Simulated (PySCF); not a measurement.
C₄H₅ (doublet state).
Bonds: C1–C2 (double), C2–C3, C3–C4, C2–C4. Hydrogens: H5 on C1; H6, H7 on C3; H8, H9 on C4.

As a line formula: `[CH]=C1CC1` [radical].

Computed with UKS B3LYP, pcH-1 on C H, non-relativistic, mean-field spin-orbit, GIAO (PySCF). Geometry: GFN2-xTB; no solvent, vibrations or thermal averaging. The geometry wasn't refined by DFT: couplings that depend on bond lengths, twists or pyramidal angles can differ widely from those at the functional's own minimum. Stability of the SCF solution: not tested.

**Question.** Match the computed a_iso(13C) values +251.7, +68.1, +46.5, -26.3 MHz with the sites C1; C2; C3; C4.

**Answer.** 
| site | a_iso (MHz) | ρ(0) (bohr⁻³) | position | distance from C1 (Å) | spin population | largest \|T\| (MHz) |
| --- | --- | --- | --- | --- | --- | --- |
| C1 | +251.7 | +0.2239 | largest spin population | 0.00 | +0.94 | 129.4 |
| C2 | -26.3 | -0.0234 | 1 bond from C1 | 1.26 | -0.19 | 17.4 |
| C3 | +46.5 | +0.0413 | 2 bonds from C1 | 2.64 | +0.09 | 20.5 |
| C4 | +68.1 | +0.0606 | 2 bonds from C1 | 2.69 | +0.17 | 31.9 |

**Question.** Match the computed a_iso(1H) values +25.5, -8.9, -4.0 MHz (means over equivalent nuclei) with the sites H5; H6/H7; H8/H9.

**Answer.** 
```
 site  a_iso (MHz)  ρ(0) (bohr⁻³)                                         position  distance from C1 (Å)  bound to  spin population there  largest |T| (MHz)
   H5        +25.5        +0.0057                                   1 bond from C1                  1.06        C1                  +0.94               35.3
H6/H7         -4.0        -0.0009                                  3 bonds from C1                  3.21        C3                  +0.09                6.2
H8/H9         -8.9        -0.0020  3 bonds from C1, on C4 of spin population +0.17                  3.25        C4                  +0.17                8.6
```

ρ(0) is the spin density at the nucleus and T the dipolar tensor; entries for several nuclei are means. Largest spin populations (Mulliken): C1 (+0.94), C2 (-0.19), C4 (+0.17) and C3 (+0.09). The positive populations add up to 1.20 and the negative ones to -0.20, together 2S = 1.

Nuclei that the bonding pattern makes equivalent are averaged, as if the motion that swaps them (rotation, inversion, ring flip) were fast.

Hardware: Arm Neoverse V2, one thread, on a shared host. Cost: 11 s wall (grids of density and orbitals included), 0.52 GiB resident at most.
